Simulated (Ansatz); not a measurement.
**A computed series for Si: pressure series**

Start from Si in the diamond structure (space group Fd-3m, No. 227; a = 5.444 Å).

Cell and atoms are relaxed at each pressure.

All numbers come from Kohn–Sham DFT with the r2SCAN functional, run in Ansatz (a program for electronic structure) with PAW and 500 eV plane waves, no spin-orbit coupling, earlier PAW set.

| P (GPa) | V (Å³/atom) |
|---|---|
| -2.00 | 20.607 |
| -1.00 | 20.381 |
| 0.30 | 20.106 |
| 0.70 | 20.025 |
| 1.50 | 19.868 |
| 3.01 | 19.589 |
| 5.01 | 19.246 |
| 7.51 | 18.857 |
| 10.01 | 18.503 |

Fit a third-order Birch–Murnaghan equation of state.

Least squares on P(V) = (3B₀/2)[(V₀/V)^(7/3) − (V₀/V)^(5/3)]·[1 + (3/4)(B₀′ − 4)((V₀/V)^(2/3) − 1)] gives V₀ = 20.17 Å³/atom, B₀ = 97 GPa and B₀′ = 4.2.

Measured bulk modulus of Si: 100.8 GPa (static lattice; corrected from measurement; as listed in Jianwei Sun et al., Physical Review B (2011)); the computed value is 4 % below it.

Between the base and pressure 10 GPa the gap moves from 0.78 eV to 0.61 eV, a mean slope of -17 meV/GPa.

Load acts through the strain it causes; cell and atoms are relaxed under it. Stability against distortions was not tested. Tetrahedral semiconductors of this kind turn to denser phases somewhere between about 1 and 50 GPa; those were not computed, so compressed cells here can lie past the real transition.
